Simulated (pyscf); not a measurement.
H₂P–InH₂ + H₂ → H₂P–InH₂ + H₂ (four-centre exchange; singlet surface; H–In, H–H broken, H–In, H–H formed). Optimised with ωB97X-D3(BJ)/def2-SVP in PySCF. Energies in kcal/mol from the separated reactants.

```tsv
level	barrier	reaction energy
ωB97X-D3(BJ)/def2-TZVP	33.5	0.0
r²SCAN/def2-TZVP	29.0	0.0
B3LYP-D3(BJ)/def2-TZVP	32.3	0.0
PBE0-D3(BJ)/def2-TZVP	29.6	0.0
M06-2X/def2-TZVP	33.7	0.0
ωB97M-D3(BJ)/def2-TZVP	33.7	0.0
```

The functionals in the table span 4.7 kcal/mol in this barrier, from r²SCAN to ωB97M-D3(BJ)/def2-TZVP. At the saddle there is also a short H–In contact that neither side keeps. This is the saddle that the search found; another between the same sides may lie lower. Elements past Kr carry the def2 core potentials, without spin-orbit coupling.
